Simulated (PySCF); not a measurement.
# C3H3: the cost of one run

Programs: PySCF 2.14.0, with routines of our own; each step states its level. All values are computed. Atoms count from 0.

## (1) The starting structure

6 atoms, charge 1, multiplicity 1; geometry from: GFN2-xTB.

## (2) Optimising the geometry at PBE0-D3(BJ)/def2-SVP

Job settings and geometry (Å):

```
{"job": {"xc": "PBE0", "basis": "def2-SVP", "d3": "d3bj", "grid": 1, "kind": "geom"}, "charge": 1, "multiplicity": 1}
C     -0.561381    -0.562418    -0.013037
C     -0.206094     0.768473     0.008684
C      0.769033    -0.204857     0.006810
H     -1.319329    -1.322083    -0.031666
H     -0.485154     1.804769     0.018902
H      1.806047    -0.481893     0.015029
```

Launch:

```bash
$ OMP_NUM_THREADS=1 python excited_run.py task.json out
```

This one command runs all jobs of the session in turn.

Q: Estimate the wall time and peak memory of this first job on 1 thread of AMD EPYC 9R45, shared host.

About 2.3 s, with a peak of 0.29 GiB.
